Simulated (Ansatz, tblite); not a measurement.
**The cluster Be₂Te₂+: rung by rung**

How do method and basis change the picture of the cluster Be₂Te₂+ (doublet)?

Computed with Ansatz 0.2.0, Gaussian basis. Level: as each input shows.

Levels to be run: GFN1-xTB, GFN2-xTB, PBE-D4/def2-TZVP, r2SCAN-D4/def2-TZVP, ωB97M-V/def2-TZVP, r2SCANh-D4/def2-TZVP, B97M-V/def2-TZVP, CAM-B3LYP-D4/def2-TZVP, HSE06-D4/def2-TZVP, LC-ωPBE(0.10)/def2-TZVP, LC-ωPBE(0.15)/def2-TZVP, LC-ωPBE(0.20)/def2-TZVP, LC-ωPBE(0.30)/def2-TZVP, PBE-D4/def2-SVP, PBE0-D4/def2-SVP, CCSD(T)/def2-TZVPP, MP2/def2-TZVP, RPA/def2-TZVP.

4 further runs of the same task are left out: 4 set aside as unsound or not needed.

### Step 1. The geometry

The geometry is that of the doublet, from an earlier relaxation (r2SCAN-D4/def2-TZVP). At that level it is the lowest of the isomers that a small search found.

4 atoms, charge 1, spin multiplicity 2.

Bond lengths: Be1–Te3 2.283 Å, Be1–Te4 2.283 Å, Be2–Te3 2.283 Å, Be2–Te4 2.283 Å. Angles: Te3–Be1–Te4 123.6°, Te3–Be2–Te4 123.6°, Be1–Te3–Be2 56.4°, Be1–Te4–Be2 56.4°.

Te takes a core potential in the def2 sets. No spin-orbit coupling is included. The ion is computed in the gas phase, without counter-ions or solvent.

PBE0-D4/def2-TZVP was run before; its log isn't repeated, and its numbers join the tables.

### Step 2. GFN1-xTB

Tight binding, by tblite at 300 K electronic temperature and without a spin-polarisation term:

```python
tblite.interface.Calculator('GFN1-xTB', numbers, positions, charge=1, uhf=1).singlepoint()
```

Energy -236.1859 eV; 0.003 s.

### Step 3. GFN2-xTB

Tight binding, by tblite at 300 K electronic temperature and without a spin-polarisation term:

```python
tblite.interface.Calculator('GFN2-xTB', numbers, positions, charge=1, uhf=1).singlepoint()
```

Energy -194.2543 eV; 0.004 s.

### Step 4. PBE-D4/def2-TZVP

start.molden holds the orbitals of an earlier run on this state, given as this run's starting guess.

Input file in.yaml:

```yaml
crystal:
  periodic: [false, false, false]
  atoms:
    - {symbol: Be, position_ang: [-0.118054, 0.762382, 0.754825]}
    - {symbol: Be, position_ang: [0.118020, -0.762441, -0.754770]}
    - {symbol: Te, position_ang: [1.879153, -0.337535, 0.634806]}
    - {symbol: Te, position_ang: [-1.879129, 0.337594, -0.634862]}
basis:
  gaussian: {orbitals: def2-TZVP, initial_orbitals: start.molden}
total_charge: 1
magnetization: {spin_polarized: true, initial_magnetization: 1}
hamiltonian: {xc: pbe, dispersion: d4}
scf: {omitted_lower_state_checks: [starts]}
output: {forces: true, orbitals: {seedname: orbitals}}
```

The run is started by

```bash
$ ansatz run in.yaml --threads 4 --pin off --events-out ev --progress --plain --max-ram 3916MiB
```

After this run come: r2SCAN-D4/def2-TZVP; ωB97M-V/def2-TZVP; r2SCANh-D4/def2-TZVP; B97M-V/def2-TZVP; CAM-B3LYP-D4/def2-TZVP; HSE06-D4/def2-TZVP; LC-ωPBE(0.10)/def2-TZVP; LC-ωPBE(0.15)/def2-TZVP; LC-ωPBE(0.20)/def2-TZVP; LC-ωPBE(0.30)/def2-TZVP; PBE-D4/def2-SVP; PBE0-D4/def2-SVP; CCSD(T)/def2-TZVPP; MP2/def2-TZVP; RPA/def2-TZVP.

Before running them: what should the planned runs give, taken together? Wanted: gap in def2-TZVP, named functionals, smallest and largest; gap over the ω; correlation energy, CCSD(T)/def2-TZVPP; correlation energy, MP2/def2-TZVP; ⟨S²⟩ in def2-TZVP, named functionals, smallest and largest; PBE0 total energy, smallest basis above largest.

As calculated:

| quantity | value |
| --- | --- |
| gap in def2-TZVP, named functionals, smallest and largest | 0.76 eV (PBE-D4), 5.63 eV (ωB97M-V) |
| gap over the ω (1/bohr) | 3.44 eV at 0.1, 5.81 eV at 0.3 |
| correlation energy, CCSD(T)/def2-TZVPP | -27.31 eV |
| correlation energy, MP2/def2-TZVP | -27.46 eV |
| ⟨S²⟩ in def2-TZVP, named functionals, smallest and largest | 0.759, 0.797 |
| PBE0 total energy, smallest basis above largest | 1.42 eV (def2-SVP, def2-TZVP) |

**Reading.** Over the named functionals in def2-TZVP the gap runs from 0.76 eV (PBE-D4) to 5.63 eV (ωB97M-V); exact exchange widens it. Raising the ω (1/bohr) from 0.1 to 0.3 moves the HOMO by -1.36 eV and the LUMO by +1.01 eV. Over the named functionals in def2-TZVP spin contamination reaches 0.05 (ωB97M-V), which is small. Notes on CCSD(T)/def2-TZVPP: spin contamination.
